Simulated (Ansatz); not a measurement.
## Ir3C2: from a trial structure to a relaxed crystal

These are results of DFT PBE, scalar-relativistic, plane waves, PAW (Ansatz 0.2.0), not measurements. Cutoff 420 eV, Γ-centred k mesh, Gaussian smearing, no spin polarisation in the final step.

The start is a random cell of Ir3C2 with space group P6mm (No. 183), drawn with lower limits on the distances.

```
CELL_PARAMETERS angstrom
4.01390 0.00000 0.00000
-2.00695 3.47614 0.00000
0.00000 0.00000 4.65301
ATOMIC_POSITIONS crystal
Ir 0.50000 0.00000 0.63948
Ir 0.00000 0.50000 0.63948
Ir 0.50000 0.50000 0.63948
C 0.66667 0.33333 0.29292
C 0.33333 0.66667 0.29292
```

Steps on the 6×6×4 mesh (5 atoms). 12 of 24 steps are shown, and the free energy counts from the last. Trial steps that were taken back and renewals of the plane-wave basis can be among the rows.

```tsv
step	ΔF (meV/atom)	V (Å³/atom)	P (GPa)	largest force component (eV/Å)
1	6573.9	12.98	240.25	3.914
3	2872.8	15.64	82.88	1.109
5	1347.6	16.95	21.45	0.704
7	1002.9	16.31	0.62	1.122
9	744.5	14.68	-0.22	1.502
11	576.2	13.63	-0.09	0.025
14	575.4	13.58	0.70	0.014
16	298.0	13.60	21.53	0.000
18	60.8	13.88	16.04	0.015
20	170.6	14.03	22.53	0.043
22	0.1	14.78	0.17	0.005
24	0.0	14.80	-0.02	0.000
```

A final relaxation ran on a 12×12×14 mesh. The relaxed crystal, P6/mmm (No. 191):

```
Ir C
1.0
     5.57872    0.00000    0.00000
    -2.78936    4.83131    0.00000
     0.00000    0.00000    2.74356
Ir C
3 2
Direct
  0.50000 0.00000 0.50000
  0.00000 0.50000 0.50000
  0.50000 0.50000 0.50000
  0.66667 0.33333 0.00000
  0.33333 0.66667 0.00000
```

| Quantity | Value |
| --- | --- |
| Volume per atom | 14.79 Å³ |
| Density | 13.49 g/cm³ |
| Energy over the elements | 0.80 eV/atom |
| Gap on the 12×12×14 mesh | 0 eV (a metal) |

Energies over the elements count from the elements' standard structures at the same level, with no empirical corrections.

The final run used a 12×12×14 mesh on its 5-atom cell and 0.10 eV smearing. For metals, differences of a few meV/atom aren't resolved. Spin–orbit coupling is left out.

Symmetry constrained the relaxation, so the result can be a saddle point.

Cost: 3 runs of about 4.2 core-minutes in all, on Arm Neoverse V1 (shared hosts).